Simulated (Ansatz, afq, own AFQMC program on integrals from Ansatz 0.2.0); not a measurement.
## CH2O, triplet in cc-pVDZ, levels against CCSDT(Q)

```xyz
4

O     0.0000    0.0000    0.5979
C     0.0000    0.0000   -0.5975
H     0.0000   -0.9400   -1.1855
H     0.0000    0.9400   -1.1855
```

Connectivity, by distances: O–CH2.

Basis cc-pVDZ. Only valence electrons are correlated. AFQMC by an in-house program on the Cholesky factors that Ansatz 0.2.0 writes for its CCSD(T) run. The CISD trial takes its coefficients from CCSD amplitudes. Released means that phaseless walkers are propagated on without the constraint, phases kept. Uncertainties: one standard error, sampling alone.

Determinant: UHF, the one that the program's search chose, which needn't be the lowest solution. The geometry is a PBE0/def2-TZVP stationary point of this or a neighbouring charge and spin state.

No full CI on the walks' own integrals is used here; CCSDT(Q) serves as the reference and is uncertain by about the last step of the cluster series.

Cautions: another spin lies lower (by 3.74 eV).

* T1 diagnostic: 0.0283
* weight of the determinant in the CISD state: 0.892
* ⟨S²⟩ of the determinant: 2.015
* size of the correlated space: 12 electrons in 36 orbitals

Reference: CCSDT(Q), correlation energy -8.249 eV. The released energy is read at 2.40 1/Eh (meV from the phaseless value at times in 1/Eh: -8 ± 3 at 0.24, -10.6 ± 2.2 at 0.51, -8 ± 3 at 0.99, -14 ± 3 at 1.62, -17 ± 5 at 2.40).

```
         level  E − E(reference) (meV)  share of correlation (%)
            HF                  8249.2                      0.00
           MP2                  1044.4                     87.34
          CCSD                   220.3                     97.33
       CCSD(T)                    34.9                     99.58
         CCSDT                    14.8                     99.82
 ph-AFQMC/CISD               9.3 ± 3.3                     99.89
released AFQMC              -7.8 ± 5.5                    100.09
```

A walk keeps the symmetry of its determinant, which the program's search chose and which needn't be the lowest solution, so a lower state of the same spin and another symmetry isn't excluded. Released energies are given only where the last usable release times agree within the noise; a slower fall can still hide under it.
